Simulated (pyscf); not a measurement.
`[BH2][O][SiH3]` + `[NH3]` -> `[OH][SiH3]` + `[BH2][NH2]`, a four-centre exchange (singlet surface; B–O, H–N broken, H–O, B–N formed). Single points on ωB97X-D3(BJ)/def2-SVP structures (PySCF, gas phase). Correlated levels are frozen-core, on RHF or UHF. ΔMP2 is the change of the MP2 total energy from the triple- to the quadruple-zeta basis. Energies in kcal/mol from the separated reactants.

Small-basis levels: PySCF, no dispersion term, spherical d functions. AM1 to PM7: differences of heats of formation from MOPAC, which are fitted to 298 K values and so differ in kind from electronic energies by zero-point and thermal terms. GFN2-xTB: tblite. Cost: rough CPU time at the saddle relative to B3LYP/6-31G*, from one job on a shared machine.

```tsv
level	barrier	reaction energy	cost
HF/6-31G*	[?]	+3.1	0.08
SVWN5/6-31G*	-10.6	-0.8	1
B3LYP/STO-3G	[?]	+12.9	0.6
B3LYP/6-31G*	12.2	+1.7	1
M06-2X/6-31G*	7.2	+1.9	2
GFN2-xTB	13.1	+2.0	under 0.02
PM7	9.3	+2.0	under 0.02
CCSD(T)/def2-TZVPP + ΔMP2(QZVPP)	[?]	-1.1	–
```

Problem. Some entries are withheld; supply them.

Solution. 
- HF/6-31G*, barrier: 28.0
- B3LYP/STO-3G, barrier: -17.9
- CCSD(T)/def2-TZVPP + ΔMP2(QZVPP), barrier: 11.3

Against the last row the barrier runs from -29.2 (B3LYP/STO-3G) to +16.7 kcal/mol (HF/6-31G*); B3LYP/6-31G* happens to lie closest here (0.9 kcal/mol apart). At SVWN5/6-31G*, B3LYP/STO-3G this geometry lies under one side, so the entry may be no barrier of that level: it is a single point on another level's saddle. CCSD(T)/def2-TZVPP + ΔMP2(QZVPP) has limits of its own. On the reactant side the descent ends in an adduct with a B–N contact, 18.5 kcal/mol under the separated species and 28.6 kcal/mol under the saddle at ωB97X-D3(BJ)/def2-TZVP. What is counted as formed (B–N) is already present as a longer contact in the reactant adduct; forming that adduct is a step of its own. The products may also form a dative adduct at H₂B–NH₂; it and routes through it were not searched. This is the saddle that the search found; another between the same sides may lie lower. The CCSD(T) − MP2 part came from Ansatz, without density fitting, on the same reference.
